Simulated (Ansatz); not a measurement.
Reaction: CH4 (methane, SMILES C) → CH4+ (parent SMILES C, doublet) + e-
Each species at its own B3LYP-D3(BJ)/def2-TZVP minimum (Ansatz, an electronic-structure program).

Total energies in hartree (Ansatz). UHF or UKS for unpaired electrons; spin-orbit terms are left out. Correlated methods leave the cores frozen. No relativity. The spin of CH4+ (parent SMILES C, doublet) was assumed, and the state is the lowest solution found for it.

| species | HF/cc-pVTZ | CCSD(T)/cc-pVTZ | HF/cc-pVQZ | CCSD(T)/cc-pVQZ | CCSDT(Q)/cc-pVQZ |
|---|---|---|---|---|---|
| 1: CH4 (methane, SMILES C) | -40.21333 | -40.43810 | -40.21615 | -40.45088 | -40.45140 |
| 2: CH4+ (parent SMILES C, doublet) | -39.77406 | -39.96566 | -39.77674 | -39.97682 | -39.97751 |

Problem. Work out the adiabatic ionisation energy (electronic) in eV: take Hartree-Fock from cc-pVQZ, extrapolate the CCSD(T) correlation energy as X^-3 (X = 3, 4), and add CCSDT(Q) - CCSD(T) in cc-pVQZ. 1 hartree = 27.211 eV.

Solution. 
Species 1: correlation (64·(-0.23473) - 27·(-0.22477))/37 = -0.24200; step -0.00052; E1 = -40.21615 + (-0.24200) + (-0.00052) = -40.45867
Species 2: correlation (64·(-0.20008) - 27·(-0.19160))/37 = -0.20627; step -0.00069; E2 = -39.77674 + (-0.20627) + (-0.00069) = -39.98370
-1·E1 +1·E2 = 0.47497 hartree = 12.92 eV.
